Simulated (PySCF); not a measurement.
Computed NMR parameters against published values

Atom-mapped SMILES (the numbers label the heavy atoms): `[CH2:1]=[CH:2][CH2:3][OH:4]` (H(Xn): hydrogen on atom n). Ha(C1) is cis to C3; Hb(C1) is trans to C3.

Published estimates (parent shift plus substituent increments) and measurements: δ 13C C2 137.5; C1 114.9 ppm (estimated from measurements, as parent shift plus tabulated substituent increment; solution, not stated per compound (mostly CDCl3 or CCl4); Pretsch, Buehlmann, Badertscher, Structure Determination of Organic Compounds, 4th ed. (2009)).
δ 17O O4 1.9 ppm (measured; liquid, neat, 295 K; 17O NMR survey of organic solvents and oxofluorinated compounds, PMC5915748).

Calculated, not measured (PySCF): GFN2-xTB structure, shieldings: GIAO PBE0/pcSseg-1. One computed conformer, fast rotation and ring inversion assumed for equivalent nuclei, isolated molecule, no relativistic terms.

Problem. Set the calculated values beside the experiment.

Solution. 
Reference values: estimated from measurements, as parent shift plus tabulated substituent increment (solution, not stated per compound (mostly CDCl3 or CCl4); Pretsch, Buehlmann, Badertscher, Structure Determination of Organic Compounds, 4th ed. (2009)).
```tsv
atoms	quantity	reference	computed	computed, scaled
C2	δ 13C	137.5	149.2	143.2
C1	δ 13C	114.9	121.9	116.6
```

Reference values: measured (liquid, neat, 295 K; 17O NMR survey of organic solvents and oxofluorinated compounds, PMC5915748).
```csv
atoms,quantity,reference,computed,"computed, scaled"
O4,δ 17O vs D2O (external),1.9,–,1.2
```

Computed shifts are σ(ref) − σ with the named reference compound (TMS for H and C) calculated as an isolated molecule at the same level. The measured values may be among those fitted. Scaled to experiment by linear calibration (H and C: mostly CDCl3 data, vs TMS): 13C: δ = 179.97 − 0.974σ (rms 2.1 ppm, 958 shifts, 2.3 ppm with the 13 outliers that the fit left out); 17O: δ = 266.70 − 0.911σ (rms 10.7 ppm, 155 shifts, 12.2 ppm with the 3 outliers that the fit left out vs liquid water, solution or neat liquid). A few per cent of atoms miss by over 2 rms, more outside the fitted compound classes.

Problem. How far are the unscaled 13C shifts from the references?

Solution. Mean signed difference +9.35 ppm, mean absolute 9.35 ppm over 2 comparisons; the largest is +11.7 ppm at C2 (alkene CH).
